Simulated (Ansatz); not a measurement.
Volume per atom of some elemental solids other than molecular ones

Method: r²SCAN+rVV10 in Ansatz (plane waves, PAW). References are measured values corrected to a static lattice. The table is a random draw of 6 from 14 solids with such references.

Values in Å³/atom.

| solid | reference | r²SCAN+rVV10 | error (%) |
|---|---|---|---|
| hcp Mg | 22.65¶ | 22.46 | -0.8 |
| hcp Y | 32.95¶ | 33.11 | +0.5 |
| hcp Ru | 13.45¶ | 13.39 | -0.4 |
| hcp Zr | 23.18¶ | 23.27 | +0.4 |
| hcp Ti | 17.50¶ | 17.17 | -1.9 |
| hcp Tl | 27.99¶ | 29.11 | +4.0 |

Over these 6 solids the mean error is +0.3 %, the mean absolute error 1.3 % (median 0.7 %), and the worst case hcp Tl at +4.0 %; the value is above the reference in 3 of 6 cases. Over all 14, from unrounded values, the mean error is -0.4 % and the mean absolute error 1.4 % (median 0.7 %).

All these references are brought to a static lattice.

Spin–orbit coupling is left out, also for the solids with elements from indium on (hcp Tl); its size isn't shown.

¶ marks references of a special kind: hcp Mg, 22.65 Å³/atom (measured, copied from a table, unchecked, extrapolated to 0 K and zero-point effects removed; as tabulated in Lejaeghere et al. (2013), arXiv:1204.2733); hcp Y, 32.95 Å³/atom (measured, copied from a table, unchecked, extrapolated to 0 K and zero-point effects removed; as tabulated in Lejaeghere et al. (2013), arXiv:1204.2733); hcp Ru, 13.45 Å³/atom (measured, copied from a table, unchecked, extrapolated to 0 K and zero-point effects removed; as tabulated in Lejaeghere et al. (2013), arXiv:1204.2733); hcp Zr, 23.18 Å³/atom (measured, copied from a table, unchecked, extrapolated to 0 K and zero-point effects removed; as tabulated in Lejaeghere et al. (2013), arXiv:1204.2733); hcp Ti, 17.50 Å³/atom (measured, copied from a table, unchecked, extrapolated to 0 K and zero-point effects removed; as tabulated in Lejaeghere et al. (2013), arXiv:1204.2733); hcp Tl, 27.99 Å³/atom (measured, copied from a table, unchecked, extrapolated to 0 K and zero-point effects removed; as tabulated in Lejaeghere et al. (2013), arXiv:1204.2733).

Differences are worked out from the printed values.

Ansatz's density-functional and Hartree–Fock values are scalar-relativistic unless marked +SOC, with PAW data made under PBE.

Ansatz's runs of these crystals have no spin polarisation. Meta-GGAs and exact exchange favour moments, which can bear on hcp Y, hcp Ti.

Not in this set, of the elemental solids other than molecular ones with a reference value in our tables and a result at some level: 2 for a published cell of unstated conditions; 2 for a reference at room or unstated temperature; 2 for a cell known from the COD alone. These can be a level's best or worst cases. Solids without a released value at any level aren't counted. Cubic solids are told by their lattice constant and aren't counted here. Layered and molecular crystals are counted apart. The metals Ce to Yb are counted apart.

References as tabulated in Lejaeghere et al. (2013), arXiv:1204.2733.

Ansatz is an electronic-structure program.
